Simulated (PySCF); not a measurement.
# C₃H₃FO: electronic excitations and core binding energies

Wanted: the electronic excitations and core binding energies of C₃H₃FO (`C=CC(=O)F`), by calculation.

Computed with PySCF 2.14.0, with density-fitted response routines of our own, on a single molecule in the gas phase. Atoms are numbered from 0 throughout.

### Step 1. Starting geometry

8 atoms, charge 0, multiplicity 1; geometry from: GFN2-xTB.

Bonds of the start (Å): C0–C1 1.33, C1–C2 1.46, C2–O3 1.18, C2–F4 1.37, C0–H5 1.08, C0–H6 1.08, C1–H7 1.08.

### Step 2. TDDFT and polarisability: wB97X-D/def2-SVPD

Job settings and geometry (Å):

```
{"job": {"kind": "uv", "xc": "wB97X-D", "basis": "def2-SVPD", "nstates": 8, "ntriplets": 3}, "charge": 0, "multiplicity": 1}
C      1.222170     0.159638    -0.243902
C      0.128739    -0.062550     0.476389
C     -1.187768    -0.090428    -0.159126
O     -1.488681     0.064215    -1.292893
F     -2.167416    -0.338435     0.761808
H      1.150932     0.321797    -1.307530
H      2.203290     0.185960     0.197818
H      0.147791    -0.230785     1.542871
```

Method: TDDFT wB97X-D/def2-SVPD, vertical, gas phase, core orbitals frozen in the response.

On the command line:

```
> OMP_NUM_THREADS=1 python probes_run.py task.json out
```

The driver reads the jobs from task.json and runs them one after another.

Output:

```text
coarse grid: 7296 points
cycle   1  E = -290.6716797589  dE =  8.341e-01  |g| = 8.972e-01  |ddm| = 3.728e+00
cycle   2  E = -290.5133653585  dE =  1.583e-01  |g| = 1.346e+00  |ddm| = 2.365e+00
cycle   3  E = -290.8308937005  dE = -3.175e-01  |g| = 1.245e-01  |ddm| = 1.414e+00
cycle   4  E = -290.8331757677  dE = -2.282e-03  |g| = 5.891e-02  |ddm| = 1.387e-01
cycle   5  E = -290.8337636905  dE = -5.879e-04  |g| = 1.021e-02  |ddm| = 5.693e-02
cycle   6  E = -290.8337912104  dE = -2.752e-05  |g| = 4.047e-03  |ddm| = 2.288e-02
cycle   7  E = -290.8337961973  dE = -4.987e-06  |g| = 1.029e-03  |ddm| = 9.026e-03
final grid: 72552 points
cycle   8  E = -290.8799073233  dE = -6.912e-05  |g| = 6.294e-03  |ddm| = 1.216e-01
cycle   9  E = -290.8799046824  dE =  2.641e-06  |g| = 7.962e-03  |ddm| = 1.979e-02
cycle  10  E = -290.8799149259  dE = -1.024e-05  |g| = 7.671e-04  |ddm| = 5.495e-03
cycle  11  E = -290.8799150271  dE = -1.011e-07  |g| = 5.108e-04  |ddm| = 1.922e-03
cycle  12  E = -290.8799150823  dE = -5.523e-08  |g| = 1.174e-04  |ddm| = 7.773e-04
cycle  13  E = -290.8799150858  dE = -3.554e-09  |g| = 2.603e-05  |ddm| = 2.567e-04
cycle  14  E = -290.8799150862  dE = -3.436e-10  |g| = 8.814e-06  |ddm| = 8.574e-05
converged SCF energy = -290.8799150862

Static polarisability (au): isotropic 40.460, principal 27.465 40.917 52.997

Singlet excitations
state   eV       nm        f      main configurations
  1   5.2323    237.0   0.00006   H-1->L 0.94
  2   6.4533    192.1   0.31280   H->L 0.97
  3   7.5028    165.3   0.00086   H-3->L 0.92
  4   8.1485    152.2   0.00052   H-4->L 0.91
  5   8.3124    149.2   0.05434   H-2->L 0.92
  6   8.6951    142.6   0.06310   H->L+1 0.93
  7   9.1084    136.1   0.00001   H-1->L+4 0.80, H-5->L 0.10
  8   9.2485    134.1   0.05307   H-1->L+1 0.70, H-1->L+2 0.17

Triplet excitations (Tamm-Dancoff, eV): 3.8793 4.8132 6.3429
```

It took 9.5 s on 1 thread of Arm Neoverse V1, shared host; peak memory 0.52 GiB.

The orbitals next to the gap, with their largest atomic shares:

```
orbital      eV                      atoms
 HOMO−3  -13.35  F4 27 %, C0 20 %, O3 12 %
 HOMO−2  -13.16  F4 39 %, O3 38 %, C2 15 %
 HOMO−1  -11.17  O3 68 %, F4 11 %, C2 10 %
   HOMO  -10.88  C1 36 %, C0 34 %, O3 14 %
   LUMO   -0.41  C0 30 %, C1 20 %, C2 20 %
 LUMO+1    2.33  C0 33 %, C1 18 %, C2 15 %
 LUMO+2    2.95  C2 24 %, H6 16 %, F4 16 %
```

With each of the 8 states as a Gaussian band of 0.4 eV half-width at 1/e, the curve within the window shown has maxima at 192 nm (ε 13,000), 145 nm (ε 3,900) L/(mol cm). Beyond the last state computed it falls off for lack of states. The curve at chosen wavelengths:

| nm | ε (L/mol/cm) |
| --- | --- |
| 130 | 1252 |
| 135 | 2665 |
| 141 | 3488 |
| 146 | 3856 |
| 152 | 2387 |
| 157 | 858 |
| 163 | 144 |
| 168 | 98 |
| 174 | 728 |
| 179 | 3021 |
| 185 | 8460 |
| 190 | 12199 |
| 196 | 11529 |
| 201 | 7753 |
| 207 | 3389 |
| 212 | 1328 |
| 218 | 337 |
| 223 | 91 |
| 229 | 18 |
| 234 | 6 |
| 240 | 3 |
| 245 | 2 |
| 251 | 1 |
| 256 | 1 |
| 262 | 1 |
| 267 | 0 |

Ground-state properties from the same run:

```
           property  computed
  dipole moment (D)      3.50
polarisability (Å³)      6.00
 HOMO–LUMO gap (eV)     10.48
      −ε(HOMO) (eV)     10.89
```

### Step 3. Core holes by ΔSCF: SCAN, X2C

Settings changed since step 2:

```diff
@@ -1,2 +1,2 @@
-{"job": {"kind": "uv", "xc": "wB97X-D", "basis": "def2-SVPD", "nstates": 8, "ntriplets": 3}, "charge": 0, "multiplicity": 1}
+{"job": {"kind": "xps"}, "charge": 0, "multiplicity": 1}
 C      1.222170     0.159638    -0.243902
```

Level: delta-SCF UKS SCAN, pcX-2 on the ionised atom, pcseg-1 elsewhere, spin-free X2C.

Output:

```text
ground state, core basis on atom 0 (C), 116 functions
  cycle   1  E = -291.08651887  |g| = 8.10e-01
  cycle   2  E = -290.53344080  |g| = 1.84e+00
  cycle   3  E = -291.18592142  |g| = 3.69e-01
  cycle   4  E = -291.21118251  |g| = 9.77e-02
  cycle   5  E = -291.21238375  |g| = 4.32e-02
  cycle   6  E = -291.21280250  |g| = 9.03e-03
  cycle   7  E = -291.21281363  |g| = 5.28e-03
  cycle   8  E = -291.21282015  |g| = 1.76e-03
  cycle   9  E = -291.21282222  |g| = 2.01e-04
  E(ground) = -291.21680501 Eh
hole in C 1s of atom 0
  cycle   1  E = -279.92165584  |g| = 1.50e+00
  cycle   2  E = -278.02277484  |g| = 2.17e+00
  cycle   3  E = -280.03212439  |g| = 1.01e+00
  cycle   4  E = -280.41121620  |g| = 4.44e-01
  cycle   5  E = -280.45411542  |g| = 3.10e-01
  cycle   6  E = -280.48680012  |g| = 1.32e-01
  cycle   7  E = -280.49310189  |g| = 2.32e-02
  cycle   8  E = -280.49339057  |g| = 7.56e-03
  cycle   9  E = -280.49345448  |g| = 6.78e-03
  cycle  10  E = -280.49349459  |g| = 3.13e-03
  cycle  11  E = -280.49353064  |g| = 1.96e-03
  cycle  12  E = -280.49354407  |g| = 1.02e-03
  cycle  13  E = -280.49354653  |g| = 3.00e-04
  E(ion) = -280.49690503 Eh   <S^2> = 0.8197   hole on atom = 1.000   binding energy = 291.703 eV
ground state, core basis on atom 1 (C), 116 functions
  cycle   1  E = -291.21350148  |g| = 6.23e-02
  cycle   2  E = -291.21280220  |g| = 5.82e-02
  cycle   3  E = -291.21325241  |g| = 4.06e-02
  cycle   4  E = -291.21371829  |g| = 5.95e-03
  cycle   5  E = -291.21372712  |g| = 1.41e-03
  cycle   6  E = -291.21372620  |g| = 5.09e-04
  cycle   7  E = -291.21372652  |g| = 3.09e-04
  E(ground) = -291.21824659 Eh
hole in C 1s of atom 1
  cycle   1  E = -279.92386276  |g| = 1.51e+00
  cycle   2  E = -279.00887854  |g| = 2.01e+00
  cycle   3  E = -280.31159493  |g| = 6.55e-01
  cycle   4  E = -280.38552021  |g| = 5.05e-01
  cycle   5  E = -280.47120516  |g| = 1.85e-01
  cycle   6  E = -280.48382258  |g| = 5.64e-02
  cycle   7  E = -280.48489892  |g| = 1.71e-02
  cycle   8  E = -280.48503161  |g| = 9.47e-03
  cycle   9  E = -280.48509716  |g| = 3.85e-03
  cycle  10  E = -280.48511947  |g| = 1.86e-03
  cycle  11  E = -280.48512833  |g| = 5.72e-04
  cycle  12  E = -280.48512933  |g| = 1.87e-04
  E(ion) = -280.48932826 Eh   <S^2> = 0.7940   hole on atom = 1.000   binding energy = 291.949 eV
ground state, core basis on atom 2 (C), 116 functions
  cycle   1  E = -291.21986862  |g| = 6.12e-02
  cycle   2  E = -291.21939429  |g| = 4.90e-02
  cycle   3  E = -291.21950317  |g| = 4.41e-02
  cycle   4  E = -291.22001870  |g| = 4.53e-03
  cycle   5  E = -291.22002416  |g| = 2.00e-03
  cycle   6  E = -291.22002412  |g| = 5.26e-04
  cycle   7  E = -291.22002481  |g| = 1.32e-04
  E(ground) = -291.22442473 Eh
hole in C 1s of atom 2
  cycle   1  E = -279.81039341  |g| = 1.50e+00
  cycle   2  E = -278.18567369  |g| = 2.30e+00
  cycle   3  E = -280.14447740  |g| = 6.03e-01
  cycle   4  E = -280.03347127  |g| = 7.55e-01
  cycle   5  E = -280.32632613  |g| = 2.15e-01
  cycle   6  E = -280.34124067  |g| = 1.04e-01
  cycle   7  E = -280.34512312  |g| = 6.18e-02
  cycle   8  E = -280.34673904  |g| = 6.62e-03
  cycle   9  E = -280.34675155  |g| = 6.77e-03
  cycle  10  E = -280.34677882  |g| = 2.38e-03
  cycle  11  E = -280.34678685  |g| = 8.42e-04
  cycle  12  E = -280.34679081  |g| = 3.03e-04
  E(ion) = -280.35100586 Eh   <S^2> = 0.7830   hole on atom = 1.000   binding energy = 295.881 eV
ground state, core basis on atom 3 (O), 116 functions
  cycle   1  E = -291.23981990  |g| = 9.99e-02
  cycle   2  E = -291.23783593  |g| = 1.12e-01
  cycle   3  E = -291.23898930  |g| = 7.97e-02
  cycle   4  E = -291.24014539  |g| = 7.28e-03
  cycle   5  E = -291.24015585  |g| = 1.37e-03
  cycle   6  E = -291.24015622  |g| = 4.59e-04
  E(ground) = -291.24143320 Eh
hole in O 1s of atom 3
  cycle   1  E = -270.61921190  |g| = 2.22e+00
  cycle   2  E = -269.90868318  |g| = 2.30e+00
  cycle   3  E = -271.25306663  |g| = 6.32e-01
  cycle   4  E = -271.29292780  |g| = 5.33e-01
  cycle   5  E = -271.43574410  |g| = 1.09e-01
  cycle   6  E = -271.43965571  |g| = 7.70e-02
  cycle   7  E = -271.44242770  |g| = 2.21e-02
  cycle   8  E = -271.44263609  |g| = 6.46e-03
  cycle   9  E = -271.44265218  |g| = 3.21e-03
  cycle  10  E = -271.44265689  |g| = 5.88e-04
  cycle  11  E = -271.44265712  |g| = 2.28e-04
  E(ion) = -271.44626482 Eh   <S^2> = 0.7651   hole on atom = 1.000   binding energy = 538.654 eV
ground state, core basis on atom 4 (F), 116 functions
  cycle   1  E = -291.25441462  |g| = 1.46e-01
  cycle   2  E = -291.24495195  |g| = 2.43e-01
  cycle   3  E = -291.25512194  |g| = 6.88e-02
  cycle   4  E = -291.25601454  |g| = 3.79e-03
  cycle   5  E = -291.25601762  |g| = 1.24e-03
  cycle   6  E = -291.25601832  |g| = 5.05e-04
  cycle   7  E = -291.25601850  |g| = 2.32e-04
  E(ground) = -291.26212055 Eh
hole in F 1s of atom 4
  cycle   1  E = -264.87993580  |g| = 2.58e+00
  cycle   2  E = -264.38162073  |g| = 2.40e+00
  cycle   3  E = -265.34298465  |g| = 1.01e+00
  cycle   4  E = -265.57583389  |g| = 7.25e-01
  cycle   5  E = -265.76420747  |g| = 1.52e-01
  cycle   6  E = -265.77007694  |g| = 1.18e-01
  cycle   7  E = -265.77785338  |g| = 3.57e-02
  cycle   8  E = -265.77850994  |g| = 6.39e-03
  cycle   9  E = -265.77853212  |g| = 1.71e-03
  cycle  10  E = -265.77853429  |g| = 4.91e-04
  E(ion) = -265.79105577 Eh   <S^2> = 0.7577   hole on atom = 1.000   binding energy = 693.103 eV
```

It took 17 s on 1 thread of Arm Neoverse V1, shared host; peak memory 0.38 GiB.

Binding energies by hole, beside the orbital energy of the ground state; the difference holds orbital relaxation and, for a density functional, its self-interaction error:

```
     hole  stands for                 environment  ΔSCF (eV)  −ε (eV)   ⟨S²⟩
C1s on C0          C0  β carbon of a C=C–C=O unit     291.70    274.9  0.820
C1s on C1          C1  α carbon of a C=C–C=O unit     291.95    274.9  0.794
C1s on C2          C2             carbonyl carbon     295.88    278.1  0.783
O1s on O3          O3             carbonyl oxygen     538.65    517.1  0.765
F1s on F4          F4        fluorine bonded to C     693.10    667.3  0.758
```

### Step 4. Results

| quantity | value |
| --- | --- |
| lowest singlet (wB97X-D/def2-SVPD) | 5.23 eV (237 nm), f = 0.000 |
| brightest single state of those computed | state 2, 6.45 eV, f = 0.313 |
| lowest triplet | 3.88 eV |
| C1s binding energies, SCAN/pcX-2 | C2 295.88, C1 291.95, C0 291.70 eV |
| O1s binding energies, SCAN/pcX-2 | O3 538.65 eV |
| F1s binding energies, SCAN/pcX-2 | F4 693.10 eV |

In words: The first singlet state (HOMO−1→LUMO 0.94) lies at 5.23 eV and is dark; of the 8 states computed, the strongest absorption comes from state 2 at 6.45 eV. The lowest triplet lies 1.35 eV below the lowest singlet (triplets in Tamm-Dancoff, singlets in full TDDFT). C2 (carbonyl carbon) binds its C1s electron 4.18 eV more tightly than C0 (β carbon of a C=C–C=O unit).
